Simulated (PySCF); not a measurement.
Vertical excitation energies

CF3NH2.
Structure used (PBE0-D3(BJ)/def2-SVP), in Å, numbered top down from 1:
```
atom  x, y, z in Å
N1     0.7728   -0.3367   -0.3414
C2    -0.4153    0.2904    0.0270
F3    -1.3507    0.0869   -0.8985
F4    -0.2200    1.5993    0.1701
F5    -0.9412   -0.1409    1.1964
H6     0.6423   -1.3331   -0.4874
H7     1.5120   -0.1660    0.3337
```

Theory: TDDFT B3LYP/def2-SVPD, vertical, gas phase, core orbitals frozen in the response in PySCF 2.14.0, density-fitted response routines.

```tsv
state	E (eV)	λ (nm)	f	|μ| (D)	symmetry	main configurations (H = HOMO, L = LUMO)
S1	7.61	163.0	0.034	1.08	A′	H→L (99%)
S2	8.93	138.8	0.0052	0.39	A″	H→L+2 (96%)
S3	9.31	133.2	0.0019	0.23	–	H→L+1 (98%)
S4	10.02	123.8	0.0009	0.15	–	H→L+3 (94%)
S5	10.33	120.0	0.0041	0.33	A′	H→L+4 (97%)
S6	10.65	116.4	0.0004	0.10	–	H-1→L (99%)
S7	10.73	115.6	0.012	0.55	A′	H→L+5 (94%)
S8	10.97	113.0	0.110	1.63	A′	H→L+6 (89%)
S9	11.15	111.1	0.095	1.50	A′	H-2→L (94%)
S10	11.17	111.0	0.0011	0.16	–	H-3→L (99%)
```

Triplets (Tamm–Dancoff): T1 7.25 eV, H→L (96%); T2 8.59 eV, H→L+2 (94%); T3 9.22 eV, H→L+1 (95%); T4 9.93 eV, H→L+4 (94%).

The lowest singlet lies at 7.61 eV (163 nm, vacuum ultraviolet) and is of moderate strength; its leading configuration is HOMO→LUMO (99%). The most intense listed level is S8 at 10.97 eV (113 nm, f = 0.110), 3.36 eV above S1. Löwdin shares by element: HOMO nitrogen 68%, fluorine 10% or more, carbon 6%, hydrogen 6% or more; LUMO hydrogen 41%, carbon 23%, nitrogen 18% (atoms not listed hold the other 18%). Weighted by f, the mean energy of these states is 10.53 eV. Of the 10 states listed, 4 reach f = 0.01 and 1 stays under 0.0005. Orbital energies (eV): HOMO-3 -12.05, HOMO-2 -12.02, HOMO-1 -11.53, HOMO -8.69, LUMO 0.11, LUMO+1 1.59, LUMO+2 1.65. All these states lie below the vertical ionisation energy of 11.81 eV (ΔSCF). Symmetry labels in Cs follow from the direction of the transition dipole and are given only for states with f of 0.002 or more. The window holds the lowest 10 singlets.

Time: 20 s wall (grids of density and orbitals included). Hardware: an Arm Neoverse V1 with one thread, no GPU, shared host.
